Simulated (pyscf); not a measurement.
PySCF, gas phase, ωB97X-D3(BJ)/def2-SVP geometries.

Q: For the elementary gas-phase step F–SiH₃ + :N–F [triplet] + silyl (SiH₃•) → F–N•–F + disilane (H₃Si–SiH₃) (doublet surface; F–Si broken, F–N, Si–Si formed), what barrier and reaction energy does ωB97M-D3(BJ)/def2-TZVP give, measured from the separated reactants?

A: ΔE‡ = 44.5 kcal/mol, ΔE = +4.0 kcal/mol. Zero-point energy shifts the barrier by +2.3 kcal/mol. It is an addition across a multiple bond or ene-type step, with an imaginary mode of 805i cm⁻¹. At the saddle there is also a short F–Si contact that neither side keeps. This is the saddle that the search found; another between the same sides may lie lower. An unrestricted DFT solution here is markedly spin-contaminated.
